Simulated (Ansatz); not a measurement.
## Worked example: ideal-gas entropy of H2CO (formaldehyde)

A singlet with charge 0, relaxed at PBE0/aug-cc-pVTZ (Ansatz 0.2.0):

```xyz
4

C    -0.0036   -0.0029   -0.0043
O     0.6919    0.5443    0.8012
H    -0.5443    0.5599   -0.7899
H    -0.1439   -1.1014   -0.0070
```

Harmonic wavenumbers in cm⁻¹: 1202, 1262, 1527, 1846, 2903, 2962.

Masses in u: C 12.011, O 15.999, H 1.008. Take T = 298.15 K, p = 1 bar, R = 8.3145 J/(mol K), kT/hc = 207.22 cm⁻¹, rigid rotor and harmonic oscillator.

**Question.** Compute the standard molar entropy.

**Answer.** 
1. Translation (Sackur–Tetrode): S = R[3/2 ln M + 5/2 ln T − 1.1517] with M = 30.026 gives 151.3 J/(mol K).
2. Rotation: principal moments 1.781, 12.854, 14.634 u Å² give A, B, C = 9.4668, 1.3115, 1.1519 cm⁻¹; the symmetry number is σ = 2; q = (√π/σ)√((kT/hc)³/ABC) = 699; S = R(ln q + 3/2) = 66.9.
3. Vibration: with u = ν̃/207.22, each mode gives R[u/(eᵘ − 1) − ln(1 − e⁻ᵘ)]; the sum is 0.4, most from 1202 cm⁻¹ (0.2), 1262 cm⁻¹ (0.1).
4. Electronic: R ln 1 = 0.0, from the spin multiplicity alone.
5. Sum: 151.3 + 66.9 + 0.4 + 0.0 = 218.6 J/(mol K).

The tabulated value is 218.8 J/(mol K) (CRC Handbook of Chemistry and Physics): the model is off by -0.2.
